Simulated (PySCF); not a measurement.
Geometries of 3 isomers of C4H4S, from PBE0-D3(BJ)/def2-SVP geometry optimisation, gas phase (PySCF). One conformer each, no zero-point energy, no frequencies.

Problem. Which is lowest in electronic energy at this level?
A.
```xyz
9
angstrom
C      0.855    0.484    0.186
C     -0.529    0.819    0.220
C     -1.331   -0.233   -0.136
S     -0.408   -1.631   -0.511
C      1.069   -0.815   -0.195
H      1.660    1.175    0.438
H     -0.916    1.800    0.501
H     -2.418   -0.262   -0.197
H      2.018   -1.337   -0.305
```
B.
```xyz
9
angstrom
C      0.899    1.540    1.259
C      0.697    0.545    0.590
C      0.427   -0.609   -0.200
C     -0.958   -0.709   -0.764
S      1.589   -1.731   -0.450
H      1.103    2.410    1.855
H     -1.699   -0.691    0.052
H     -1.167    0.167   -1.401
H     -1.069   -1.630   -1.349
```
C.
```xyz
9
angstrom
C      2.212    0.203   -0.214
C      1.068    0.051    0.156
C     -0.279   -0.161    0.611
C     -1.403   -0.230   -0.363
S     -1.426    1.262    0.647
H      3.224    0.347   -0.544
H     -0.360   -0.804    1.495
H     -1.158   -0.088   -1.421
H     -2.194   -0.960   -0.166
```

Solution. A. That is `c1cscc1`, 53.4 kcal/mol below the next.

```csv
SMILES,atoms numbered as above,E (Eh),relative (kcal/mol),relative (kJ/mol),dipole (D)
c1ccsc1,[cH:1]1[cH:2][cH:3][s:4][cH:5]1,-552.45514,0.0,0.0,0.46
C#CC(C)=S,[CH:1]#[C:2][C:3]([CH3:4])=[S:5],-552.37002,53.4,223.5,2.52
C#C[C@@H]1CS1,[CH:1]#[C:2][C@@H:3]1[CH2:4][S:5]1,-552.36495,56.6,236.8,1.61
```

As drawn, the lowest has an aromatic ring, which the highest lacks; the highest has a three-membered ring and a C≡C bond, which the lowest lacks.
